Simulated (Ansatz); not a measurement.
Ansatz (a first-principles code) input (CCSD(T)/aug-cc-pV(D+d)Z):
A basis named .json is the Basis Set Exchange file of that set.

Ansatz 0.2 input:
```yaml
crystal:
  periodic: [false, false, false]
  atoms:
    - {symbol: P, position_ang: [0.00032744, 0.00049281, 0.06308582]}
    - {symbol: H, position_ang: [-0.03026407, 1.34802484, -0.32583010]}
    - {symbol: H, position_ang: [1.18225281, -0.65296472, -0.31649250]}
    - {symbol: H, position_ang: [-1.15690038, -0.70245221, -0.30396469]}
basis:
  gaussian:
    orbitals: aug-cc-pV_D+d_Z.json
total_charge: 1
magnetization: {spin_polarized: true, initial_magnetization: 1}
correlation: {method: ccsd_t, electrons: outside_noble_gas}
output: {forces: true}
```

Output:

```
Functional definition: HF
integrals: 0.04 GiB planned
574 factors; integrals over basis functions are off by at most 1.1e-3 eV
mean field: 0.10 GiB planned
mean field evaluation 1: about -9309.9570 eV, gradient 8.3e0 eV
mean field evaluation 2: about -9309.9569 eV, gradient 8.3e0 eV
mean field evaluation 4: about -9310.6979 eV, gradient 8.7e-1 eV
mean field evaluation 8: about -9310.7134 eV, gradient 2.0e-3 eV
mean field evaluation 16: about -9310.7134 eV, gradient 1.9e-6 eV
mean field -9310.71344012 eV, -342.1624078963 hartree, gradient 1.9e-6 eV, S^2 0.757098; 0 other end points of the search recorded, 0 dependent functions left out
5 core orbitals not correlated
reference -9310.71344012 eV, -342.1624078963 hartree; 4, 3 occupied and 50, 51 virtual orbitals, 574 factors
densities: 0.22 GiB planned
second order -2.90540958 eV of doubles, -0.00000000 eV of singles
coupled cluster: 0.16 GiB planned
cycle   1  -3.44765560 eV  change   -5.4e-1 eV  update   5.2e-2
cycle   2  -3.64535039 eV  change   -2.0e-1 eV  update   1.9e-2
cycle   3  -3.65315014 eV  change   -7.8e-3 eV  update   5.2e-3
cycle   4  -3.65366002 eV  change   -5.1e-4 eV  update   1.7e-3
cycle   5  -3.65352758 eV  change    1.3e-4 eV  update   6.9e-4
cycle   6  -3.65354749 eV  change   -2.0e-5 eV  update   2.3e-4
cycle   7  -3.65364364 eV  change   -9.6e-5 eV  update   6.3e-5
cycle   8  -3.65364295 eV  change    6.9e-7 eV  update   1.9e-5
cycle   9  -3.65363665 eV  change    6.3e-6 eV  update   5.8e-6
cycle  10  -3.65363890 eV  change   -2.2e-6 eV  update   1.6e-6
perturbative correction -0.08185297 eV, -0.0030080410 hartree
the calculation of the forces begins
Total energy: -9314.44893199 eV, -342.2996846903 hartree
Atom 0 at     0.000327     0.000493     0.063086 Å, force     0.000533     0.000803     0.102780 eV/Å
Atom 1 at    -0.030264     1.348025    -0.325830 Å, force    -0.003352     0.149471    -0.035413 eV/Å
Atom 2 at     1.182253    -0.652965    -0.316493 Å, force     0.131089    -0.072394    -0.034378 eV/Å
Atom 3 at    -1.156900    -0.702452    -0.303965 Å, force    -0.128271    -0.077881    -0.032989 eV/Å
Dipole moment:    -0.000362    -0.000545    -0.069773 e Å
```
